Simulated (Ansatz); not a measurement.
Basis-set extrapolation for C4H6O2 (`O=CCC1CO1`) (PBE0-D4/def2-TZVP geometry, frozen core, Ansatz). Multiplicity 1, RHF reference.

```csv
,def2-TZVPP,def2-QZVPP
HF,-304.753334,-304.767241
MP2 correlation,-1.116585,-1.195277
CCSD(T) correlation,-1.194419,not run
```

Energies in hartree. Use E(X) = E(∞) + A·exp(−7.88·√X) for Hartree–Fock and E(X) = E(∞) + B·X^(−2.97) for correlation, with X = 3 and 4, and add CCSD(T) minus MP2 of the smaller set to the MP2 limit.

Q: What is the CCSD(T) energy at the basis-set limit?

A: HF limit: -304.767241 + (-0.013907) × 0.13774 = -304.76916. MP2 limit: -1.195277 + (-0.078692) × 0.74074 = -1.25357. Higher-order term: -1.194419 − (-1.116585) = -0.07783. Total: -306.10056 hartree, 401.2 kJ/mol below CCSD(T)/def2-TZVPP.
